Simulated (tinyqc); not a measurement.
Worked calculation: UHF in the sto-3g basis, for CH2, spin multiplicity 1. One step of it, computed by the program tinyqc.

Problem. Orthogonalisation. S = U s U^T; symmetric (Loewdin) form X = U s^(-1/2) U^T, so that X^T S X = 1.

overlap S, lower triangle:
```
           1C 1s     1C 2s    1C 2px     1C 2py    1C 2pz     2H 1s     3H 1s
1C 1s   1.000000
1C 2s   0.248362  1.000000
1C 2px  0.000000  0.000000  1.000000
1C 2py  0.000000  0.000000  0.000000   1.000000
1C 2pz  0.000000  0.000000  0.000000   0.000000  1.000000
2H 1s   0.052169  0.447936  0.000000   0.366862  0.243065  1.000000
3H 1s   0.050711  0.441238  0.000000  -0.363016  0.240655  0.128502  1.000000
```

Give: eigenvalues of S; X.

Solution.

eigenvalues of S: 0.3254  0.4158  0.8707  1.0000  1.0994  1.4558  1.8329

X, lower triangle:
```
          1C 1s    1C 2s  1C 2px   1C 2py   1C 2pz    2H 1s   3H 1s
1C 1s    1.0269
1C 2s   -0.1512   1.2421
1C 2px   0.0000   0.0000  1.0000
1C 2py  -0.0002   0.0033  0.0000   1.1453
1C 2pz  -0.0117   0.1157  0.0000   0.0015   1.0615
2H 1s    0.0253  -0.3060  0.0000  -0.2559  -0.1627   1.2143
3H 1s    0.0250  -0.2982  0.0000   0.2509  -0.1594  -0.0242  1.2065
```
